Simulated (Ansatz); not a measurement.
1T (CdI2-type) HfS2 was calculated with PBE-D3(BJ) (plane waves, PAW; Ansatz, an electronic-structure program).

Settings: plane-wave cutoff 520 eV, 12×12×6 k mesh (along the axes of the cell as run), Fermi–Dirac smearing 0.01 eV, scalar-relativistic PAW data made under PBE.

Starting structure:

```yaml
crystal:
  lattice:
    - [3.63000, 0.00000, 0.00000]
    - [-1.81500, 3.14367, 0.00000]
    - [0.00000, 0.00000, 5.85000]
  atoms:
    - { symbol: Hf, position: [0.00000, 0.00000, 0.00000] }
    - { symbol: S, position: [0.33333, 0.66667, 0.25000] }
    - { symbol: S, position: [0.66667, 0.33333, 0.75000] }
```

Q: Into what structure does the relaxation of cell and atoms lead at this level, with the symmetry of the start kept?

A: The volume decreases by 2.7 %; final space group P-3m1.
```yaml
crystal:
  lattice:
    - [3.60561, 0.00000, 0.00000]
    - [-1.80280, 3.12255, 0.00000]
    - [0.00000, 0.00000, 5.76785]
  atoms:
    - { symbol: Hf, position: [0.00000, 0.00000, 0.00000] }
    - { symbol: S, position: [0.33333, 0.66667, 0.25251] }
    - { symbol: S, position: [0.66667, 0.33333, 0.74749] }
```
